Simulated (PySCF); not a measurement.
Simulated Si 2p region for `[SiH3]Cl`, binding energy against the vacuum level.

Every computed line was given a Gaussian of 1.0 eV full width at half maximum and an area set by the number of equivalent atoms (split 2:1 within a doublet); the highest printed point is 100. Theory: delta-SCF UKS SCAN, pcX-2 on the ionised atom, pcseg-1 elsewhere, spin-free X2C in PySCF.

| binding energy (eV) | intensity |
| --- | --- |
| 106.7 | 0 |
| 106.8 | 0 |
| 106.9 | 1 |
| 107.0 | 2 |
| 107.1 | 3 |
| 107.2 | 5 |
| 107.3 | 9 |
| 107.4 | 14 |
| 107.5 | 22 |
| 107.6 | 32 |
| 107.7 | 43 |
| 107.8 | 56 |
| 107.9 | 69 |
| 108.0 | 81 |
| 108.1 | 91 |
| 108.2 | 97 |
| 108.3 | 100 |
| 108.4 | 99 |
| 108.5 | 95 |
| 108.6 | 89 |
| 108.7 | 81 |
| 108.8 | 72 |
| 108.9 | 62 |
| 109.0 | 52 |
| 109.1 | 42 |
| 109.2 | 33 |
| 109.3 | 25 |
| 109.4 | 18 |
| 109.5 | 12 |
| 109.6 | 8 |
| 109.7 | 5 |
| 109.8 | 3 |
| 109.9 | 2 |
| 110.0 | 1 |
| 110.1 | 0 |
| 110.2 | 0 |
| 110.3 | 0 |

How many maxima does the curve show, and how many computed lines lie under it?

The curve has 1 maximum (at 108.3 eV). Under it lie 2 lines from 1 inequivalent silicon site, drawn as a 2p3/2, 2p1/2 pair. At this width some lines have no maximum of their own.

Decompose the envelope and assign each component. Numbering: `[SiH3:1][Cl:2]`.

```json
{"position (eV)": "108.20", "relative area": "0.67", "line": "Si 2p3/2", "atoms": "Si1", "environment": "chlorine-bound silicon"}
{"position (eV)": "108.82", "relative area": "0.33", "line": "Si 2p1/2", "atoms": "Si1", "environment": "chlorine-bound silicon"}
```

Shake-up satellites, vibrational structure and lifetime widths aren't simulated. The 2p values aren't plain energy differences: one relaxed spin-free 2p hole is combined with a matrix within the shell (ground-state 2p orbital-energy differences and spin–orbit coupling). 2p3/2, the mean of its two sublevels, lies a third of the splitting below the shell's mean and 2p1/2 two thirds above it; the statistical areas are 2:1. 2p1/2 minus 2p3/2 (ligand field included): Si 0.63 eV. Isolated species at its PBE0-D3(BJ)/def2-SVP geometry, gas phase.
